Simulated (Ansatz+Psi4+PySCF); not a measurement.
Two shapes of singlet O₃.

Shape 1:

```xyz
3

O     0.0000    0.0000    0.0000
O     0.0000    1.0919    0.6717
O     0.0000   -1.0749    0.6613
```

Shape 2:

```xyz
3

O     0.0000    0.0000    0.0000
O     0.0000    1.1260    0.6927
O     0.0000   -1.0408    0.6403
```

Basis set: cc-pVTZ (spherical functions). Left uncorrelated: 3 orbitals. Charge 0, multiplicity 1.

Computed with Ansatz (development build ahead of 0.2.0) and Psi4 1.11; each method stands on the lowest determinant of its kind that the runs found.

(1) Which shape is lower in energy, and by how much in each method?

Answers

(1)

```
 method  E(2) − E(1) (eV)
    RHF             0.021
    UHF             0.091
RHF-MP2             0.265
UHF-MP2             0.082
```

Shape 1 is lower. Caution for RHF, RHF-MP2: an unrestricted determinant lies well below. Caution for UHF, UHF-MP2: the unrestricted determinant is a mixture of spin states. Caution for RHF-MP2: large share of triples, a single reference is doubtful. Caution for RHF-MP2, UHF-MP2: large amplitudes, a single reference is doubtful. Caution for UHF-MP2: a plain start can end on a higher determinant; another reference gives a lower total.
